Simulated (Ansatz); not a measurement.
# Counterpoise correction, worked out

The pair of SiH4 (SMILES [SiH4], atoms 1–5) and SiH3F (SMILES [SiH3]F, atoms 6–10), both closed shells, in one local arrangement (a lower one may exist), relaxed at PBE0-D4/def2-TZVP:

```
10
angstrom
Si -0.0804 -0.0888 -2.0132
H -0.6826 -0.5115 -3.3043
H 0.4729 1.2800 -2.1498
H 0.9939 -1.0412 -1.6392
H -1.1380 -0.1002 -0.9687
Si 0.0595 0.0744 2.0431
F 1.0348 0.7283 0.9522
H -0.1102 -1.3601 1.7154
H -1.2405 0.7823 1.9906
H 0.6908 0.2365 3.3739
```

Program: Ansatz 0.2.0. Basis: def2-TZVPPD. Cores are frozen in the correlated methods.

MP2 total energies in eV:

| system | geometry | basis functions | energy |
| --- | --- | --- | --- |
| pair | pair | all | -18558.77692 |
| SiH4 | as in the pair | all (partner as ghosts) | -7929.47350 |
| SiH3F | as in the pair | all (partner as ghosts) | -10629.25846 |
| SiH4 | as in the pair | its own | -7929.46724 |
| SiH3F | as in the pair | its own | -10629.24953 |
| SiH4 | free (PBE0-D4 minimum) | its own | -7929.46796 |
| SiH3F | free (PBE0-D4 minimum) | its own | -10629.24917 |

**Question.** Work out the interaction energy with and without the counterpoise correction, the superposition error, and the binding energy from the relaxed fragments.

**Answer.** Without correction: -18558.77692 − (-7929.46724) − (-10629.24953) = -0.06015 eV.
With correction (each fragment in the whole basis): -18558.77692 − (-7929.47350) − (-10629.25846) = -0.04496 eV = -1.04 kcal/mol.
The superposition error is the difference, 0.01519 eV, 25 % of the uncorrected value: each fragment borrows its partner's functions.
Deformation from the free shapes: 0.00072 eV for SiH4 and -0.00036 eV for SiH3F (a small negative value is possible, since the free shapes are minima of another method).
Binding energy from relaxed fragments: -0.04496 + 0.00072 + (-0.00036) = -0.04460 eV = -1.03 kcal/mol (electronic, without zero-point energy; negative means bound). For comparison, the corrected interaction energy by CCSD(T) at an estimated basis limit (MP2 extrapolated from triple and quadruple zeta, plus CCSD(T) − MP2 in triple zeta) is -0.059 eV.

No T1 diagnostic of these runs exceeds 0.012.

For scale, one of the runs: CCSD(T)/def2-TZVPPD, 255 basis functions, launched by `ansatz run in.yaml --threads 4 --pin off --events-out ev --progress --plain --max-ram 9574MiB`. The run took 71 s on 4 CPU threads of an Arm Neoverse V2 (shared host), with 5.3 GiB of host memory at its peak.
